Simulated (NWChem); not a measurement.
Total energies of NO (+1)

```xyz
2

N      0.0000     0.0000     0.5653
O      0.0000     0.0000    -0.4946
```
Charge +1, spin multiplicity 1.

Everything below was run with NWChem. All single points use one geometry, from PBE0/def2-SVP, a minimum by its harmonic frequencies.

Basis set: cc-pVTZ (60 functions).

| method | total energy (Ha) |
|---|---|
| RHF | -128.96594 |
| MP2 | -129.37053 |
| B2PLYP | -129.51749 |
| PBE | -129.46191 |
| B3LYP | -129.58642 |
| M06-2X | -129.54420 |
| CCSD(T) | -129.38354 |

Total energies of different functionals aren't comparable as a measure of quality: only differences taken within one method are. 

The correlated methods keep 2 core orbitals frozen. B3LYP has NWChem's definition, with VWN1-RPA local correlation. The structure started from a generated list of species. Coupled-cluster values serve here as a point of comparison, not as the truth.
